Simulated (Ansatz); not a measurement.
## Worked example: correlation energy of CO, singlet

Geometry: MP2(full)/6-31G*, from the G2/97 set.

```xyz
2

O     0.0000    0.0000    0.0000
C     0.0000    0.0000    1.1503
```

Basis cc-pVTZ; Ansatz 0.2.0. Only valence electrons are correlated (noble-gas cores frozen), which leaves 10 electrons in 58 orbitals. R marks a restricted (for open shells ROHF) determinant.

Full CI isn't at hand for all of this; RCCSDTQ serves as the reference, and is uncertain by about the last step of the cluster series.

Runs differ by some tens of microhartree through their thresholds, so steps under 0.03 kcal/mol mean nothing.

| level | total energy (hartree) |
| --- | --- |
| RHF | -112.776630 |
| RMP2 | -113.135366 |
| RCCSD | -113.137533 |
| RCCSD(T) | -113.155134 |
| RCCSDT | -113.155260 |
| RCCSDT(Q) | -113.156461 |
| RCCSDTQ | -113.156299 |

Q: What is the correlation energy at RCCSDTQ, and what share of it do RMP2 and RCCSD recover?

A: E(corr) = -113.156299 − (-112.776630) = -0.379669 hartree = -10.331 eV. RMP2: -0.358736 / -0.379669 = 94.49 %. RCCSD: -0.360903 / -0.379669 = 95.06 %.

Q: By how many kcal/mol does RCCSD(T) miss RCCSDTQ (1 hartree = 627.509 kcal/mol), and which steps make up the rest?

A: -113.155134 − (-113.156299) = 0.001165 hartree = 0.73 kcal/mol. Steps: RCCSDT − RCCSD(T) = -0.08, RCCSDT(Q) − RCCSDT = -0.75, RCCSDTQ − RCCSDT(Q) = 0.10 kcal/mol. That is within 1 kcal/mol of the reference in this basis, which itself misses far more of the correlation at the basis-set limit.
